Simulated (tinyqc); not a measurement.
A ladder of methods, and size consistency: correlation methods against full CI in the sto-3g basis, for H2O, spin multiplicity 1. Computed by the program tinyqc with PySCF. 

Geometry (angstrom):
```
atom       x        y       z
O     0.0000   0.0000  0.0000
H     0.0000   0.8870  0.7060
H     0.0000  -0.8560  0.6820
```

RHF energy of one = -74.936716 hartree

All electrons correlated; +Q is the Davidson correction (1 - c0^2) E_corr. The last columns treat two copies 100 angstrom apart as one system. FCI is the lowest singlet.

Correlation energies (hartree):
```
method   E_corr of one  share of FCI (%)  E_corr of two at 100 angstrom  two minus twice one (mhartree)
MP2           -0.05092            69.194                       -0.10184                           0.000
CISD          -0.07167            97.389                       -0.13714                           6.206
CISD+Q        -0.07507           102.011                       -0.14848                           1.660
CCSD          -0.07336            99.684                       -0.14672                           0.000
CCSD(T)       -0.07346            99.821                       -0.14692                           0.000
FCI           -0.07359           100.000                              -                               -
```

MP2 recovers 69 %, CISD 97.4 % and CCSD 99.7 % of the FCI value (c0^2 = 0.953 in CISD). MP2 and coupled cluster are size consistent, so their last column vanishes; CISD loses 6.21 mhartree, since a double excitation on each copy is a quadruple of the pair, and the Davidson correction leaves +1.66.
